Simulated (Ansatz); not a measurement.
# CH₃BN− (SMILES BC=[N-]): one structure at several levels

How do the functionals fare away from a minimum? The structure is a frame of a short trajectory.

The runs use Ansatz 0.2.0, Gaussian basis; single points in def2-TZVPPD.

Cores are frozen in the correlated methods.

## 1. The starting structure

6 atoms, charge -1, spin multiplicity 1.

Atoms are counted from 1 here; the program's logs count them from 0.

Bond lengths: B1–C2 1.592 Å, B1–H4 1.223 Å, B1–H5 1.207 Å, C2–N3 1.253 Å, C2–H6 1.134 Å. Angles: C2–B1–H4 113.8°, C2–B1–H5 126.1°, H4–B1–H5 119.8°, B1–C2–N3 89.0°, B1–C2–H6 139.1°, N3–C2–H6 131.8°.

As a file:

```xyz
6

B    -0.5389   -0.0349   -0.3408
C     0.7179   -0.0200    0.6359
N     0.5592   -1.2489    0.8229
H    -1.6109    0.1019    0.2313
H    -0.5022   -0.0574   -1.5467
H     1.5006    0.7084    1.0151
```

## 2. PBE-D4/def2-TZVPPD

run/in.yaml reads:

```yaml
crystal:
  periodic: [false, false, false]
  atoms:
    - {symbol: B, position_ang: [-0.538879, -0.034904, -0.340777]}
    - {symbol: C, position_ang: [0.717895, -0.019971, 0.635891]}
    - {symbol: N, position_ang: [0.559240, -1.248935, 0.822916]}
    - {symbol: H, position_ang: [-1.610927, 0.101934, 0.231278]}
    - {symbol: H, position_ang: [-0.502219, -0.057406, -1.546676]}
    - {symbol: H, position_ang: [1.500604, 0.708449, 1.015146]}
basis:
  gaussian: {orbitals: "def2-TZVPPD.json"}
total_charge: -1
hamiltonian: {xc: pbe, dispersion: d4}
output: {forces: true}
```

The basis file named in the input lies beside it (Basis Set Exchange, JSON).

Command:

```sh
$ ansatz run in.yaml --threads 2 --pin off --events-out ev --progress --plain --max-ram 3481MiB
```

## 3. r2SCAN-D4/def2-TZVPPD

run/in.yaml: that of step 2 with these lines changed.

```diff
@@ -12,3 +12,3 @@
 total_charge: -1
-hamiltonian: {xc: pbe, dispersion: d4}
+hamiltonian: {xc: r2scan, dispersion: d4}
 output: {forces: true}
```

## 4. PBE0-D4/def2-TZVPPD

run/in.yaml: that of step 3 with these lines changed.

```diff
@@ -12,3 +12,3 @@
 total_charge: -1
-hamiltonian: {xc: r2scan, dispersion: d4}
-output: {forces: true}
+hamiltonian: {xc: pbe0, dispersion: d4}
+output: {forces: true, orbitals: {seedname: orbitals}}
```

## 5. wB97M-V/def2-TZVPPD

run/in.yaml: that of step 4 with these lines changed.

```diff
@@ -12,3 +12,3 @@
 total_charge: -1
-hamiltonian: {xc: pbe0, dispersion: d4}
-output: {forces: true, orbitals: {seedname: orbitals}}
+hamiltonian: {xc: {name: wB97M-V}}
+output: {forces: true}
```

## 6. CCSD(T)/def2-TZVPPD

run/in.yaml: that of step 5 with these lines changed.

```diff
@@ -12,3 +12,3 @@
 total_charge: -1
-hamiltonian: {xc: {name: wB97M-V}}
+correlation: {method: ccsd_t}
 output: {forces: true}
```

(Steps that only read results are left out.)

What does the calculation give? Wanted: RMS force component; RMS force error; HOMO and LUMO, PBE0-D4; T1 diagnostic.

**Answer**, as computed:

| quantity | value |
| --- | --- |
| RMS force component | 0.645 to 0.708 eV/Å over the methods |
| RMS force error | PBE-D4 0.213, r2SCAN-D4 0.350, PBE0-D4 0.443, wB97M-V 0.431 eV/Å |
| HOMO and LUMO, PBE0-D4 | 0.39 and 4.02 eV |
| T1 diagnostic | 0.022 |

What this shows: The forces of PBE-D4 come nearest to CCSD(T), those of PBE0-D4 are farthest. Frozen-core CCSD(T) forces in triple zeta carry basis errors of their own, and this is one geometry, so small gaps rank nothing. The restricted Hartree–Fock reference is unstable towards an unrestricted one at one or more of these structures.
